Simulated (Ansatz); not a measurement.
Reaction (formal loss of a carbene): `NC/C(O)=C\F` → `[CH2]` (triplet) + `N/C(O)=C\F`

Calculated with Ansatz (gas phase, PBE0-D4/def2-TZVP geometries, no zero-point term in ΔE). CCSD(T)/CBS adds triple-zeta CCSD(T) − MP2 to the extrapolated MP2 energy (def2 sets, frozen cores). This one scheme is used for every species. Double bonds are as drawn, so ΔE can hold a change between cis and trans. DFT in def2-TZVPP. Triplets are unrestricted, without spin–orbit coupling. Each species was taken in one conformer, which may not be the lowest.

| level | ΔE (kJ/mol) |
| --- | --- |
| ωB97M-V | 425.0 |
| SCS-MP2/def2-TZVPP | 425.9 |
| CCSD/def2-TZVPP | 401.4 |
| CCSD(T)/def2-TZVPP | 413.9 |

Question: What does CCSD(T)/CBS give? (Estimate.)

Answer: The calculation gave: +423.3 kJ/mol. The listed levels differ from it by 1.7, 2.6, -21.9, -9.4 kJ/mol.

Largest T1 diagnostic among the species: 0.012.

In def2-TZVPP, CCSD(T) changes the Hartree–Fock value by +145.0 kJ/mol (the triples alone add +12.5 kJ/mol) and MP2 by +156.6 kJ/mol. The D4 term adds +10.4 kJ/mol with B3LYP and +5.6 kJ/mol with PBE0; it sums over pairs of atoms, weighted by their polarisabilities, and B3LYP, whose exchange is more repulsive, gets the larger term.

B3LYP here is the variant with VWN-RPA as its local correlation; programs differ in this.
